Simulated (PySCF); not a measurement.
Work out the structure from these simulated measurements.

Formula: CH5ClSi.

* Rotational structure: rotational constants A, B, C: 15.815, 3.841, 3.274 GHz [PBE0-D3(BJ)/def2-SVP]
* UV, strongest line: among the 10 lowest singlet transitions: S7 at 9.18 eV (135 nm, f = 0.105) [TDDFT wB97X-D/def2-SVPD]
* XPS: Si2p3/2 107.8, Cl2p3/2 205.9, C1s 290.7, Si1s 1847.6, Cl1s 2828.5 eV [ΔSCF SCAN, pcX-2 on the ionised atom, pcseg-1 elsewhere, spin-free X2C, 2p3/2 from a spin–orbit splitting computed afterwards within the 2p shell]
* Dipole: 2.03 D [wB97X-D/def2-SVPD]
* 13C NMR: chemical shifts (computed TMS as zero) by class: 0.2 (1 C) ppm [GIAO PBE0/pcSseg-1]
* 1H NMR: chemical shifts (computed TMS as zero) by class: 5.11 (2 H), 0.52 (3 H) ppm [GIAO PBE0/pcSseg-1]
* NMR, other nuclei: isotropic shieldings of nuclei other than C and H, by class: 355 (1 Si), 991 (1 Cl) ppm [GIAO PBE0/pcSseg-1]

The electronic properties come from PySCF, for the isolated species, density fitting. Levels stand in brackets. Isolated species at its PBE0-D3(BJ)/def2-SVP geometry, gas phase. NMR values are class means; diastereotopic atoms form classes of their own.

**Question.** Propose a structure and show how it fits.

**Answer.** The one carbon: carbon bonded to Si and 3 H (0.2 ppm). Hydrogen classes from least to most shielded: 2 H on a silicon bonded to C, Cl and 2 H (5.11 ppm), 3 H on a carbon bonded to Si and 3 H (0.52 ppm). The other shieldings belong to: 355 ppm, silicon bonded to C, Cl and 2 H; 991 ppm, chlorine bonded to Si. The core levels belong to: Si2p3/2 107.8 eV, silicon bonded to C, Cl and 2 H; Cl2p3/2 205.9 eV, chlorine bonded to Si; C1s 290.7 eV, carbon bonded to Si and 3 H; Si1s 1847.6 eV, silicon bonded to C, Cl and 2 H; Cl1s 2828.5 eV, chlorine bonded to Si. The optimised geometry has point group Cs and is an asymmetric top. Structure: `[H][Si]([H])(C)Cl` (SiH2MeCl). Computed isomers that give other values at the same levels: `[SiH3]CCl` (13C chemical shifts (computed TMS as zero) by class: 27.8 (1 C) ppm). The assignments are read from this structure; whether some other isomer fits the data as well wasn't checked.
